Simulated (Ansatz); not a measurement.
```xyz
11

C    -0.0068    0.0492   -0.0054
C     0.0266    0.8202    1.2452
C     0.0158   -0.0322    2.5020
H    -0.0244    0.6509   -0.8326
H     0.9358   -0.6336    0.0048
H    -0.8562   -0.6442    0.0195
H    -0.8523    1.4574    1.2795
H     0.9156    1.4997    1.3051
H    -0.0081    0.6451    3.4623
H    -0.8493   -0.6051    2.5675
H     0.8557   -0.6582    2.5288
```

RHF on singlet C₃H₈ was run in several spherical basis sets with Ansatz (development build ahead of 0.2.0).

Rank the basis sets by the total energy that they give, lowest first, with the distance from the lowest.
A. 6-31G(d)
B. def2-SVP
C. cc-pVDZ

C (0.00 eV), A (0.26 eV), B (2.46 eV).

Totals follow the description of the cores as much as that of the bonds, so this order isn't one of quality for chemistry.
